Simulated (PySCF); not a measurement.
## ClF3, triplet: structure and spectrum

Method: UPBE0/[Cl def2-TZVP, F def2-TZVP], no relativity, density fitting, PySCF.

The structure is a higher-order saddle point with 2 imaginary modes (one degenerate set).

```xyz
4
charge 0 multiplicity 3, angstrom
Cl    0.0000    0.0000   -0.6654
F     1.3698    0.0000    0.4086
F    -0.6849    1.1863    0.4086
F    -0.6849   -1.1863    0.4086
```

```
Point group                                                                   : C3v
Bond lengths                                                                  : Cl–F 1.741 Å (×3)
Bond angles                                                                   : F–Cl–F 85.9° (×3)
Rotational constants                                                          : 0.2148, 0.2148, 0.1576 cm⁻¹
Principal quadrupole moments (Buckingham, traceless) about the centre of mass : -1.78, -1.78, 3.56 D Å
Lowest empty level (β)                                                        : -4.41 eV
Zero-point energy (real modes)                                                : 10.3 kJ/mol
Dipole moment                                                                 : 2.52 D
Principal polarisabilities                                                    : 23.0, 25.6, 25.6 bohr³
Highest occupied level (α)                                                    : -8.91 eV
Spin squared ⟨S²⟩                                                             : 2.026
Atomisation energy without zero-point energy                                  : 281 kJ/mol
```

Harmonic modes (masses in u: Cl 34.969, F 18.998):
| symmetry | ω (cm⁻¹) | IR (km/mol, summed over degenerate members) | μ (u) | type |
| --- | --- | --- | --- | --- |
| e | 327i | – | 20.58 | stretch |
| e | 354 | 58.9 | 21.49 | bend |
| a1 | 393 | 1.9 | 19.95 | bend |
| a1 | 618 | 35.8 | 24.85 | mixed |

In C3v the vibrations span 2e + 2a1.

Charges (e):
```tsv
atom	Mulliken	Löwdin	polar tensor	spin (Mulliken)	Mayer order to Cl1
Cl1	0.54	0.72	1.26	1.21	–
F2,3,4	-0.18	-0.24	-0.42	0.26	0.81
```

Mulliken populations on Cl1: s 5.95, p 10.07, d 0.40, f 0.04.

Outer orbital energies (eV). α occupied: -13.35, -13.35, -13.16, -12.04, -12.04, -12.03, -8.91, -8.91; empty: -4.26, 5.95, 7.07, 7.07. β occupied: -15.39, -15.39, -12.69, -12.69, -12.08, -11.76, -11.76, -11.52; empty: -4.41, -4.41, -3.14, 6.35.

Only a few start shapes were tried, so a lower isomer may exist. At this level a singlet minimum of C2v symmetry lies 254 kJ/mol below this structure.

The final relaxation and frequency run took 43 s on 4 threads of a shared Arm Neoverse V1 host, with 130 basis functions and 11 gradients; the process peaked at 1.4 GiB. Launch command: `OMP_NUM_THREADS=4 python axn.py task.json out`.
